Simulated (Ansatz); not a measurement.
# C₃H₂ClN: one species, many methods

Aim: compute C₃H₂ClN with functionals from several rungs and with coupled cluster, and see how far each lands from CCSD(T) at the basis-set limit for the atomisation energy.

Program: Ansatz 0.2.0, Gaussian basis. Level of theory: functionals in def2-TZVPP, the program's frozen cores in correlated methods. These are calculated values, not measurements.

Levels to be run: LDA (SPW92), PBE-D4, revPBE-D4, BLYP-D4, r2SCAN-D4, B97M-V, PBE0-D4, B3LYP-D4, r2SCANh-D4, r2SCAN0-D4, HSE06-D4, BHLYP-D4, CAM-B3LYP-D4, LC-ωPBE, ωB97X-V, ωB97M-V, B2PLYP, PBE-QIDH; CCSD(T)/def2-SVP; CCSD(T)/def2-TZVPP; MP2/def2-QZVPP; extrapolation to the limit; RPA on PBE.

## (1) Structure used throughout

The geometry comes from an earlier relaxation with PBE0-D4 in a triple-zeta def2 set; it is a stationary point, not always the lowest conformer.

SMILES `C#CC(=N)Cl`, 7 atoms, charge 0, spin multiplicity 1.

Atoms are counted from 1 here; the program's logs count them from 0.

Bond lengths: C1–C2 1.199 Å, C1–H6 1.065 Å, C2–C3 1.423 Å, C3–N4 1.252 Å, C3–Cl5 1.762 Å, N4–H7 1.018 Å. Angles: C2–C1–H6 179.4°, C1–C2–C3 178.7°, C2–C3–N4 123.5°, C2–C3–Cl5 112.4°, N4–C3–Cl5 124.1°, C3–N4–H7 112.4°.

Geometry (Å):

```mol
C3H2ClN
  3D, bonds by distance, orders not assigned

  7  6  0  0  0  0  0  0  0  0999 V2000
   -1.7886   -0.2118    0.7339 C   0  0
   -0.6883   -0.0879    0.2726 C   0  0
    0.6048    0.0583   -0.3034 C   0  0
    1.6548    0.1542    0.3723 N   0  0
    0.5561    0.0885   -2.0648 Cl  0  0
   -2.7613   -0.3215    1.1535 H   0  0
    2.4837    0.2522   -0.2097 H   0  0
  1  2  8  0
  2  3  8  0
  3  4  8  0
  3  5  8  0
  1  6  8  0
  4  7  8  0
M  END
```

## (2) LDA

This LDA is Slater exchange with PW92 correlation.

Input file in.yaml:

```yaml
crystal:
  periodic: [false, false, false]
  atoms:
    - {symbol: C, position_ang: [-1.788587, -0.211836, 0.733917]}
    - {symbol: C, position_ang: [-0.688325, -0.087902, 0.272573]}
    - {symbol: C, position_ang: [0.604790, 0.058331, -0.303376]}
    - {symbol: N, position_ang: [1.654827, 0.154242, 0.372278]}
    - {symbol: Cl, position_ang: [0.556051, 0.088464, -2.064778]}
    - {symbol: H, position_ang: [-2.761294, -0.321520, 1.153482]}
    - {symbol: H, position_ang: [2.483739, 0.252222, -0.209696]}
basis:
  gaussian: {orbitals: def2-TZVPP}
hamiltonian: {xc: lda}
output: {orbitals: {seedname: orbitals}}
```

On the command line:

```console
$ ansatz run in.yaml --threads 2 --pin off --events-out ev --progress --plain --max-ram 4352MiB
```

After this run come: PBE-D4 (GGA); revPBE-D4 (GGA); BLYP-D4 (GGA); r2SCAN-D4 (meta-GGA); B97M-V (meta-GGA); B3LYP-D4 (hybrid); r2SCANh-D4 (hybrid); r2SCAN0-D4 (hybrid); HSE06-D4 (hybrid); BHLYP-D4 (hybrid); CAM-B3LYP-D4 (range-separated); LC-ωPBE (range-separated); ωB97X-V (range-separated); ωB97M-V (range-separated); B2PLYP (double hybrid); PBE-QIDH (double hybrid); CCSD(T) in def2-SVP; CCSD(T) in def2-TZVPP; MP2 in def2-QZVPP; RPA on PBE orbitals.

Before running them: what should the planned runs give, taken together? Wanted: atomisation energy, CCSD(T)/CBS; farthest beyond LDA; mean size of error, GGA; mean size of error, meta-GGA; mean size of error, hybrid; mean size of error, range-separated; mean size of error, double hybrid; gap, smallest and largest; T1 diagnostic.

As calculated:

| quantity | value |
| --- | --- |
| atomisation energy, CCSD(T)/CBS | 707.3 kcal/mol |
| functionals within 3.5 kcal/mol (0.5 %) | r2SCANh-D4, LC-ωPBE, ωB97X-V, B2PLYP, PBE-QIDH |
| farthest beyond LDA | PBE-D4 (+43.9 kcal/mol) |
| mean size of error, GGA | 26.6 kcal/mol |
| mean size of error, meta-GGA | 6.9 kcal/mol |
| mean size of error, hybrid | 14.4 kcal/mol |
| mean size of error, range-separated | 2.9 kcal/mol |
| mean size of error, double hybrid | 0.9 kcal/mol |
| gap, smallest and largest | 4.17 eV (LDA (SPW92)), 11.68 eV (LC-ωPBE) |
| T1 diagnostic | 0.0135 |
| triples share of the correlation energy | 5.0 % |

What this shows: LDA overbinds by 138.3 kcal/mol (20 %). PBE-D4 is off by +43.9 kcal/mol. Double hybrids carry the basis error of their MP2 part in triple zeta, and no dispersion term here, so their miss is partly the set-up's. The rungs double hybrid, range-separated miss on average by less than the doubt on the reference (3.5 kcal/mol), so they tie; GGA functionals have the largest mean beyond LDA (26.6 kcal/mol). The reference freezes the cores and leaves out relativity and excitations past (T), so misses under about 3.5 kcal/mol can't be ranked. Hartree-Fock recovers 66 % of the binding; the rest is correlation. CCSD(T) in def2-SVP is off by -38.0 kcal/mol, so the small basis spoils what the method gains. Orbital gaps span 4.2 to 11.7 eV; exact exchange widens them. The restricted reference is unstable towards a spin-broken one.
